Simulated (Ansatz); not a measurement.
This geometry of C$_{2}$H$_{2}$O$_{2}$S (7 atoms, charge 0, multiplicity 1) is a first-order saddle point.

All numbers below come from RKS r2SCAN-D4/cc-pVDZ in Ansatz.

```xyz
7
Properties=species:S:1:pos:R:3
O -0.782 2.061 0.290
C -0.359 0.956 0.427
S 0.725 -0.009 1.501
C -0.241 -0.416 -0.072
O 0.446 -0.628 -1.255
H -1.073 -1.116 0.101
H 1.346 -0.916 -1.036
```

Problem. Which two structures does it join? (They come from a converged band through this point; their orientation in space is the band's.)

Solution. No bond is made or broken. The dihedral S3–C4–O5–H7 goes from -57 to 93°.

Image 0:

```xyz
7
Properties=species:S:1:pos:R:3
O -0.591 1.994 0.075
C -0.276 0.882 0.403
S 0.608 0.015 1.668
C -0.245 -0.521 -0.016
O 0.509 -0.973 -1.054
H -1.103 -1.176 0.165
H 1.160 -0.289 -1.285
```

Image 10:

```xyz
7
Properties=species:S:1:pos:R:3
O -0.864 2.056 0.321
C -0.364 0.982 0.495
S 0.615 0.083 1.666
C -0.124 -0.339 -0.090
O 0.709 -0.409 -1.166
H -0.903 -1.109 -0.001
H 0.993 -1.332 -1.270
```

Problem. How far does it lie above each of them?

Solution. 17.9 kJ/mol above the first and 10.7 kJ/mol above the second. This is the barrier of this one path; another mechanism may lie lower.

Time of the run: 73 s on 2 threads of AMD EPYC 9R45 96-Core Processor (Zen 5) (shared host), peak memory 0.16 GiB.
